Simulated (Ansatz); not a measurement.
**Worked example: vertical energy of the triplet above the singlet of SF2 (sulfur difluoride)**

SF2 has 3 atoms, charge 0, and is taken as a singlet. SMILES: `FSF`. The shape is that of a GFN2-xTB optimisation.

```tsv
atom	x (Å)	y (Å)	z (Å)
F	0.4547	1.1315	0.3751
S	-0.6270	0.1317	-0.3283
F	0.1722	-1.2632	-0.0467
```

Both states at this one shape; open shells run unrestricted unless said. 1 Eh = 27.2114 eV.

```
        level  program  singlet SF2 (Eh)  triplet SF2 (Eh)
   PBE/STO-3G   Ansatz       -590.107191       -589.970002
r2SCAN/STO-3G   Ansatz       -590.419744       -590.277732
```

Problem. Work out the vertical gap, second state less first, at each level.

Solution. 
1. PBE/STO-3G: -589.970002 − (-590.107191) = 0.137189 Eh = 3.73 eV.
2. r2SCAN/STO-3G: -590.277732 − (-590.419744) = 0.142012 Eh = 3.86 eV.

No measured value is set beside it here; the levels span 3.73 to 3.86 eV. Minimal sets are far from the basis-set limit.
